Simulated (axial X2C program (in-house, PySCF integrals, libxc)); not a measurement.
NaAl⁺: from Re and ωe to a spectrum

A bond curve at the CCSD(T) level, with spin–orbit coupling, was computed with an in-house relativistic program for diatomic molecules (basis Al dyall-v3z [8s8p2d1f], Na dyall-cv3z [9s8p5d2f] (cores contracted in-house)) for the state Ω = 1/2 (⟨Sz⟩ = 0.50, ⟨Lz⟩ = 0.00 at HF). Its fit gives Re = 3.3461 Å, ωe = 141.0 cm⁻¹, ωexe = 0.704 cm⁻¹ and αe = 1.074e-03 cm⁻¹; the masses are 26.9815 and 22.9898 u. Two-component means X2C with spin–orbit coupling and atomic mean-field Coulomb and Gaunt terms.

Correlated methods: 11 electrons correlated (number of frozen shells: Al 2 s, 1 p; Na 1 s), 193 virtual spin orbitals or spinors in MP2, 90 natural virtuals in coupled cluster.

Question: Find the reduced mass, Be and the force constant.

Answer: From the CCSD(T) values: μ = 12.4131 u. Be = 16.8576/(μ Re²) = 0.1213 cm⁻¹. k = 5.8918×10⁻⁷ μ ωe² = 0.145 mdyn/Å.

Question: Where do the fundamental and the first overtone lie?

Answer: ν(1←0) = ωe − 2ωexe = 139.6 cm⁻¹; ν(2←0) = 2ωe − 6ωexe = 277.8 cm⁻¹.

Question: Estimate De from a Morse curve and compare with the computed well depth of 0.883 eV to Al + Na+.

Answer: De(Morse) = ωe²/(4ωexe) = 0.875 eV against 0.883 eV computed, a ratio of 0.99. For De the Morse form works well here.

Question: Estimate the centrifugal constant by the Kratzer relation.

Answer: D = 4Be³/ωe² = 3.59e-07 cm⁻¹.

Question: A Morse curve ties αe to the other constants (Pekeris). How well does that hold?

Answer: αe(Morse) = 6Be²/ωe × (√(ωexe/Be) − 1) = 8.822e-04 cm⁻¹; the CCSD(T) curve gives 1.074e-03 cm⁻¹, a ratio of 0.82.

The state is one determinant whose occupation by symmetry is held fixed; it was picked as the lowest of a PBE0 search that is not exhaustive. De is counted from the lowest determinant-based energies of the atoms at the same level, without counterpoise correction. Coupled cluster ran in a truncated set of natural virtual spinors; the MP2 energy of the rest was added. (T) has no such correction and the atoms are truncated less, which lowers De at CCSD(T) by a hundredth of an eV or more. The 2c atoms are single determinants rather than J levels; their spin–orbit lowering is only partly caught, and De is too large by that part. This holds for CCSD(T).
